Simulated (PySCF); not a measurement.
Mapped SMILES: `[NH2:1][c:2]1[cH:3][cH:4][cH:5][s:6]1`; H(Xn) means a hydrogen on atom n.

Geometry: PBE0-D3(BJ)/def2-SVP; GIAO absolute shieldings from PySCF 2.14, gas phase, non-relativistic, averaged over equivalent atoms.

At BP86/pcSseg-2 (293 basis functions, 45 s wall time on 1 thread of an Arm Neoverse V2, shared host):
```json
{"atoms": "N1", "σ (ppm)": "188.0"}
{"atoms": "C2", "σ (ppm)": "17.0"}
{"atoms": "C4", "σ (ppm)": "47.1"}
{"atoms": "C5", "σ (ppm)": "64.5"}
{"atoms": "C3", "σ (ppm)": "70.4"}
{"atoms": "S6", "σ (ppm)": "271.5"}
{"atoms": "H(C4)", "σ (ppm)": "24.58"}
{"atoms": "H(C5)", "σ (ppm)": "25.06"}
{"atoms": "H(C3)", "σ (ppm)": "25.17"}
{"atoms": "H(N1)", "σ (ppm)": "27.68"}
```

Problem. Predict the values at BHandHLYP/pcSseg-2 on the same geometry.

Solution. 
| atoms | σ at BHandHLYP/pcSseg-2 | change |
| --- | --- | --- |
| N1 | 198.5 | +10.5 |
| C2 | 12.2 | -4.8 |
| C4 | 47.0 | -0.1 |
| C5 | 63.2 | -1.3 |
| C3 | 74.3 | +3.9 |
| S6 | 293.4 | +21.9 |
| H(C4) | 24.68 | +0.10 |
| H(C5) | 25.08 | +0.02 |
| H(C3) | 25.37 | +0.20 |
| H(N1) | 27.87 | +0.19 |

The largest change is at S6 (aromatic ring sulfur). Cost: 293 basis functions, 34 s wall time on 1 thread of an Arm Neoverse V1, shared host. The order of the carbon signals is the same at both levels.
